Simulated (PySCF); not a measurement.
A core-ionisation job on `C1CC1` (cyclopropane).

Computed with delta-SCF UKS SCAN, pcX-2 on the ionised atom, pcseg-1 elsewhere, spin-free X2C (PySCF 2.14.0). Geometry: PBE0-D3(BJ)/def2-SVP. The input is one job of a driver script: a line of settings, then coordinates in Å.

Command:
```bash
OMP_NUM_THREADS=1 python probes_run.py task.json out
```

Input:
```
{"job": {"kind": "xps"}, "charge": 0, "multiplicity": 1}
C      0.847089     0.167295     0.061239
C     -0.270517    -0.799838    -0.190648
C     -0.576523     0.632504     0.129427
H      1.406729     0.077480     0.996280
H      1.454950     0.486907    -0.789608
H     -0.433417    -1.145810    -1.215039
H     -0.481506    -1.555561     0.570861
H     -0.997584     0.863920     1.111650
H     -0.949353     1.273471    -0.674159
```

Task: Give the output.

Result: 
```
ground state, core basis on atom 0 (C), 103 functions
  cycle   1  E = -117.82364772  |g| = 3.96e-01
  cycle   2  E = -117.78748265  |g| = 5.44e-01
  cycle   3  E = -117.86727110  |g| = 3.23e-02
  cycle   4  E = -117.86748073  |g| = 8.96e-03
  cycle   5  E = -117.86748654  |g| = 6.65e-03
  cycle   6  E = -117.86749840  |g| = 4.36e-04
  E(ground) = -117.87239560 Eh
hole in C 1s of atom 0
  cycle   1  E = -106.62527035  |g| = 1.51e+00
  cycle   2  E = -105.97395170  |g| = 1.82e+00
  cycle   3  E = -107.14209882  |g| = 3.32e-01
  cycle   4  E = -107.18250822  |g| = 9.34e-02
  cycle   5  E = -107.18570131  |g| = 3.74e-02
  cycle   6  E = -107.18638856  |g| = 6.64e-03
  cycle   7  E = -107.18641756  |g| = 1.86e-03
  cycle   8  E = -107.18642167  |g| = 8.97e-04
  cycle   9  E = -107.18642282  |g| = 2.67e-04
  E(ion) = -107.19012851 Eh   <S^2> = 0.7696   hole on atom = 1.000   binding energy = 290.679 eV
```

Cycles run on a coarse grid; E(ground) and E(ion) are re-evaluated on a finer one, so they differ from the last cycle. Atoms in this output count from 0.

Task: How does the 1s binding energy of C1 follow from the two total energies?

Result: E(ion) − E(ground) = -107.19012851 − (-117.87239560) = 10.682267 Eh, times 27.211386 eV gives 290.68 eV.

In short: C1s of C1 290.68 eV; one atom stands for each set of equivalent ones.

Isolated species at its PBE0-D3(BJ)/def2-SVP geometry, gas phase.

On one thread of an AMD EPYC 9R45, shared host, this took 2.6 s and 0.49 GiB of memory at its peak.
Labels such as C1 count atoms from 1, the log's own numbers from 0.
